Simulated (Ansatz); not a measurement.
**SiH4S2: basis-set convergence**

The task here is to estimate one member of a computed series from the others.

Program: Ansatz 0.2.0, Gaussian basis. Level of theory: one geometry, several basis sets. These are calculated values, not measurements.

Levels to be run: PBE0-D4/def2-SVP; ωB97M-V/def2-SVP; PBE0-D4/def2-QZVPP; ωB97M-V/def2-QZVPP; the functionals' def2-TZVPP values are taken from earlier runs.

### The relaxed structure

All runs share one geometry, relaxed beforehand with PBE0-D4 in a triple-zeta def2 set.

7 atoms, charge 0, spin multiplicity 1.

Atoms are counted from 1 here; the program's logs count them from 0.

Bond lengths: Si1–S2 2.143 Å, Si1–H4 1.482 Å, Si1–H5 1.484 Å, Si1–H6 1.487 Å, S2–S3 2.065 Å, S3–H7 1.346 Å. Angles: S2–Si1–H4 110.2°, S2–Si1–H5 110.0°, S2–Si1–H6 106.0°, H4–Si1–H5 109.8°, H4–Si1–H6 110.5°, H5–Si1–H6 110.2°, Si1–S2–S3 97.1°, S2–S3–H7 98.0°.

As a file:

| atom | x (Å) | y (Å) | z (Å) |
| --- | --- | --- | --- |
| Si1 | -0.82543 | 0.52577 | -0.20604 |
| S2 | 0.42132 | -0.07908 | 1.42928 |
| S3 | 1.38385 | -1.62694 | 0.45889 |
| H4 | -1.67784 | -0.60431 | -0.64632 |
| H5 | 0.01341 | 0.99350 | -1.33751 |
| H6 | -1.66282 | 1.64173 | 0.30761 |
| H7 | 2.40882 | -0.91867 | -0.05153 |

The first run:

The input, in.yaml:

```yaml
crystal:
  periodic: [false, false, false]
  atoms:
    - {symbol: Si, position_ang: [-0.825430, 0.525771, -0.206038]}
    - {symbol: S, position_ang: [0.421317, -0.079082, 1.429285]}
    - {symbol: S, position_ang: [1.383851, -1.626938, 0.458894]}
    - {symbol: H, position_ang: [-1.677843, -0.604313, -0.646316]}
    - {symbol: H, position_ang: [0.013409, 0.993501, -1.337506]}
    - {symbol: H, position_ang: [-1.662819, 1.641728, 0.307609]}
    - {symbol: H, position_ang: [2.408816, -0.918668, -0.051529]}
basis:
  gaussian: {orbitals: def2-SVP}
hamiltonian: {xc: pbe0, dispersion: d4}
output: {orbitals: {seedname: orbitals}}
```

Command:

```sh
$ ansatz run in.yaml --threads 2 --pin off --events-out ev --progress --plain --max-ram 4352MiB
```

Among the steps run: PBE0-D4 in def2-SVP; ωB97M-V in def2-SVP; PBE0-D4 in def2-QZVPP; ωB97M-V in def2-QZVPP.

One of the session's tables, all rows but one given; the rest of the session is left out.

It belongs to the step «Functionals by basis». 

```
functional       basis  HOMO (eV)
   PBE0-D4    def2-SVP      -7.25
   PBE0-D4  def2-TZVPP          ?
   PBE0-D4  def2-QZVPP      -7.33
   ωB97M-V    def2-SVP      -9.35
   ωB97M-V  def2-TZVPP      -9.44
   ωB97M-V  def2-QZVPP      -9.48
```

**Question.** Estimate the row for PBE0-D4, def2-TZVPP.

**Answer.** HOMO (eV): -7.31. In the column «HOMO (eV)» it lies between PBE0-D4, def2-QZVPP (-7.33) and PBE0-D4, def2-SVP (-7.25).
